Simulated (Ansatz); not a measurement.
`COCCOC` + CH₃NH₂ → `CNCOC` + `COC`  (substitution at a C–C bond)

Isolated molecules relaxed with PBE0-D4/def2-TZVP in Ansatz; ΔE leaves out vibrations. CCSD(T)/CBS is the MP2 limit (def2-TZVPP, def2-QZVPP) plus CCSD(T) − MP2 in def2-TZVPP, frozen cores. Functionals use def2-TZVPP. B3LYP here is the variant with VWN-RPA as its local correlation; programs differ in this. One conformer a species, not always the lowest.

`COCCOC`:

```xyz
16

C    -1.156   -1.666   -1.011
O    -1.597   -0.332   -1.085
C    -1.399    0.415    0.086
C    -0.014    0.999    0.230
O     0.907   -0.001    0.582
C     2.212    0.494    0.697
H    -0.068   -1.737   -0.918
H    -1.611   -2.185   -0.156
H    -1.476   -2.157   -1.931
H    -2.111    1.245    0.043
H    -1.633   -0.187    0.977
H    -0.038    1.782    1.007
H     0.279    1.477   -0.717
H     2.280    1.271    1.471
H     2.567    0.920   -0.251
H     2.858   -0.339    0.975
```

CH₃NH₂:

```xyz
7

C     0.454   -0.300    0.163
N    -0.834    0.173   -0.314
H     1.163    0.485    0.464
H     0.931   -0.898   -0.617
H     0.303   -0.959    1.021
H    -0.718    0.777   -1.117
H    -1.299    0.722    0.399
```

`CNCOC`:

Cartesian coordinates in Å:
```
C -0.094 1.648 0.824
N 0.682 0.962 -0.187
C 1.019 -0.387 0.115
O -0.056 -1.263 0.409
C -0.877 -1.524 -0.694
H -1.073 1.194 1.028
H 0.468 1.652 1.762
H -0.246 2.686 0.525
H 0.269 1.054 -1.105
H 1.598 -0.792 -0.727
H 1.637 -0.405 1.016
H -1.601 -2.282 -0.393
H -0.297 -1.909 -1.546
H -1.429 -0.635 -1.026
```

`COC`:

Z-matrix (Å, degrees):
```
C
O 1 1.399
H 1 1.090 2 107.7
H 1 1.100 2 111.6 3 119.4
H 1 1.100 2 111.6 3 -119.4
C 2 1.399 1 112.1 3 -180.0
H 6 1.100 2 111.6 1 60.6
H 6 1.090 2 107.7 1 -179.9
H 6 1.100 2 111.6 1 -60.5
```

```tsv
level	ΔE (kcal/mol)	difference from CCSD(T)/CBS
PBE-D4	0.8	-1.1
PBE0-D4	1.2	-0.7
r2SCANh-D4	1.0	-0.9
BHLYP-D4	1.5	-0.4
ωB97M-V	1.5	-0.4
PBE	0.8	-1.1
BLYP	0.9	-1.0
r2SCAN	0.8	-1.1
B3LYP	1.2	-0.7
CAM-B3LYP	1.2	-0.7
MP2/def2-SVP	0.6	-1.3
CCSD/def2-SVP	0.8	-1.1
SCS-MP2/def2-TZVPP	1.4	-0.5
CCSD(T)/def2-TZVPP	1.5	-0.4
HF/CBS(def2)	1.7	-0.2
MP2/CBS(def2)	1.7	-0.2
CCSD(T)/CBS	1.9	0
```

Largest T1 diagnostic among the species: 0.010.

Leaving LDA and LC-ωPBE aside and taking each functional with its dispersion term where it has one, the values, not all of them listed here, spread over 1.2 kcal/mol, from revPBE-D4 to B97M-V. LDA lies −0.8 kcal/mol from PBE without D4. At CCSD(T), def2-SVP lies −1.3 kcal/mol from the extrapolated value and def2-TZVPP −0.4 kcal/mol.
